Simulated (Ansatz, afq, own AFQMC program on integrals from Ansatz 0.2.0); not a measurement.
Where AFQMC and coupled cluster stand for C, triplet

A free C atom.

Basis 6-31G. Noble-gas cores (and the filled d shells of Ga–Kr and In–Xe) are frozen. Integrals, coupled cluster, full CI and functionals: Ansatz 0.2.0; the random walks run on the same integrals in our own AFQMC program. The CISD trial takes its coefficients from CCSD amplitudes. Released means that phaseless walkers are propagated on without the constraint, phases kept. Free projection: walkers drawn from exp(T), propagated without any constraint. Its projection time is finite, and what remains of the start isn't in its error. Uncertainties: one standard error, sampling alone.

Determinant: UHF, the one that the program's search chose, which needn't be the lowest solution.

Full CI on the same integrals is exact in this basis and with this determinant's frozen core.

The T1 diagnostic is 0.0032, the weight of the determinant in the CISD state is 0.969 and the ⟨S²⟩ of the determinant is 2.002. The size of the correlated space is 4 electrons in 8 orbitals.

```json
{"level": "MP2", "correlation energy (eV)": "-0.6363"}
{"level": "CCSD", "correlation energy (eV)": "-1.0061"}
{"level": "CCSD(T)", "correlation energy (eV)": "-1.0152"}
```

Problem. Estimate where free-projection AFQMC lies against CCSD(T) on the same integrals.

Solution. 0.4 ± 0.02 kJ/mol below CCSD(T).

Reference: full CI, correlation energy -1.019 eV. The released energy is read at 1.50 1/Eh (meV from the phaseless value at times in 1/Eh: -2.8 ± 2.1 at 0.24, -0.64 ± 0.25 at 0.50, -1.3 ± 0.3 at 1.00, -1.98 ± 0.24 at 1.50).

```csv
level,E − E(reference) (kJ/mol),share of correlation (%)
CCSD(T),0.4,99.62
CCSDT,0.0,100.00
CCSDT(Q),0.0,100.00
ph-AFQMC/HF,7.6 ± 0.9,92.29
ph-AFQMC/CISD,0.2 ± 0.03,99.79
released AFQMC,0.0 ± 0.02,99.99
free AFQMC,0.0 ± 0.02,100.00
```

CCSDT and higher add their correlation energy to the determinant of the CCSD(T) run, since their own runs factorise the integrals more tightly (a shift of under 2 meV). Free projections are given only where their last times agree within the noise and don't stop above the reference; a slow remainder of the start can still hide under it. A walk keeps the symmetry of its determinant, which the program's search chose and which needn't be the lowest solution, so a lower state of the same spin and another symmetry isn't excluded. Released energies are given only where the last usable release times agree within the noise; a slower fall can still hide under it.
